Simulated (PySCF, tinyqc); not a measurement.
Inside a calculation. Method: RHF in the sto-3g basis, for CH2, spin multiplicity 1. The lowest restricted solution is unstable here: a spin-polarised one lies 0.0314 hartree lower (PySCF). One step of it, computed by the program tinyqc.

Question. Iteration 1: diagonalisation and new density. Diagonalise F' = X^T F X, C = X C', fill 4 alpha and 4 beta electrons from the bottom; D = 2 C_occ C_occ^T. Each column has its largest component positive (the first on a tie).

Fock matrix F (hartree), lower triangle:
```
            1C 1s      1C 2s    1C 2px     1C 2py     1C 2pz      2H 1s      3H 1s
1C 1s   -9.806242
1C 2s   -2.699231  -0.854251
1C 2px   0.000000   0.000000  0.335968
1C 2py  -0.000216  -0.002490  0.000000   0.228407
1C 2pz   0.015684  -0.147924  0.000000  -0.001513   0.756851
2H 1s   -0.291801  -0.252973  0.000000  -0.135776  -0.057215  -0.034703
3H 1s   -0.278608  -0.244526  0.000000   0.132398  -0.055806  -0.036305  -0.035212
```

X, lower triangle:
```
            1C 1s      1C 2s    1C 2px     1C 2py     1C 2pz      2H 1s     3H 1s
1C 1s    1.025632
1C 2s   -0.139077   1.102395
1C 2px   0.000000   0.000000  1.000000
1C 2py  -0.000256   0.002411  0.000000   1.073363
1C 2pz  -0.004463   0.035528  0.000000   0.000999   1.016151
2H 1s    0.018165  -0.171842  0.000000  -0.168823  -0.078253   1.085191
3H 1s    0.017666  -0.165286  0.000000   0.163587  -0.075703  -0.011073  1.079974
```

Give: F' = X^T F X; orbital energies; coefficients C; D after iteration 1.

Answer.

F' = X^T F X (hartree), lower triangle:
```
         1        2       3        4        5        6       7
1  -9.5807
2  -1.4936  -0.2554
3   0.0000   0.0000  0.3360
4  -0.0006   0.0008  0.0000   0.3589
5   0.0205  -0.0972  0.0000   0.0002   0.7894
6  -0.0066  -0.1800  0.0000  -0.2091  -0.1028   0.0972
7  -0.0044  -0.1728  0.0000   0.2026  -0.0995  -0.0191  0.0882
```

orbital energies (hartree): MO1 -9.8143, MO2 -0.2511, MO3 -0.0809, MO4 0.2717, MO5 0.3360, MO6 0.5517, MO7 0.8204

coefficients C:
```
            MO1      MO2      MO3      MO4     MO5      MO6      MO7
1C 1s    0.9919  -0.2102  -0.0008  -0.2089  0.0000  -0.0052   0.0125
1C 2s    0.0318   0.6895   0.0034   0.9031  0.0000   0.0256  -0.0001
1C 2px   0.0000   0.0000   0.0000   0.0000  1.0000   0.0000   0.0000
1C 2py   0.0001   0.0062  -0.3963  -0.0243  0.0000   1.0245   0.0094
1C 2pz   0.0001   0.1196   0.0003   0.0218  0.0000  -0.0065   1.0153
2H 1s   -0.0048   0.3486  -0.5427  -0.6680  0.0000  -0.5839  -0.1977
3H 1s   -0.0047   0.3394   0.5636  -0.6792  0.0000   0.5467  -0.1832
```

D after iteration 1, lower triangle:
```
          1C 1s    1C 2s  1C 2px   1C 2py  1C 2pz   2H 1s   3H 1s
1C 1s    2.1435
1C 2s   -0.6041   2.5842
1C 2px   0.0000   0.0000  0.0000
1C 2py   0.0083  -0.0379  0.0000   0.3153
1C 2pz  -0.0591   0.2043  0.0000   0.0002  0.0295
2H 1s    0.1237  -0.7297  0.0000   0.4668  0.0539  1.7243
3H 1s    0.1308  -0.7552  0.0000  -0.4095  0.0519  0.5322  1.7883
```
